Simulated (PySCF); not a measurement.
**OF: energy against distance**

Set-up: basis O def2-SVP, F def2-SVP; no relativity; PySCF 2.14. Energies in eV from O + F in their ground configurations at the same level. State: ²Π (doublet), unpaired electrons π ↑.

All columns are HSE06. A positive dipole means O(−)F(+).

```csv
R (Å),E (eV),μ (D),Mulliken charge on O (basis-dependent),HOMO (eV),LUMO (eV),Mayer bond order,⟨S²⟩
1.141,-1.233,0.64,-0.02,-6.99,-3.42,1.14,0.75
1.194,-1.867,0.47,0.01,-7.47,-3.87,1.15,0.75
1.247,-2.213,0.30,0.04,-7.90,-4.26,1.15,0.75
1.287,-2.335,0.17,0.05,-8.18,-4.51,1.14,0.75
1.327,-2.369,0.05,0.07,-8.43,-4.73,1.14,0.75
1.367,-2.336,-0.07,0.08,-8.66,-4.93,1.14,0.75
1.420,-2.212,-0.22,0.09,-8.93,-5.15,1.13,0.75
1.486,-1.969,-0.38,0.10,-9.22,-5.37,1.11,0.76
1.566,-1.603,-0.56,0.11,-9.50,-5.54,1.08,0.77
1.672,-1.102,-0.68,0.11,-9.66,-5.51,0.92,0.90
```

A fit through these points gives, at Re = 1.325 Å, μ = 0.05 D and dμ/dR = -3.01 D/Å; the reduced mass is 8.684 u.

**Question.** How strong is the fundamental in the double-harmonic approximation, I = 42.26·(dμ/dR)²/μred km/mol?

**Answer.** I = 42.26·(-3.01)²/8.684 = 44.1 km/mol at HSE06.

⟨S²⟩ of the unrestricted solution departs from its pure value on part of the curve, where spin states mix. The state was picked by a PBE0 search and need not be the measured ground state.
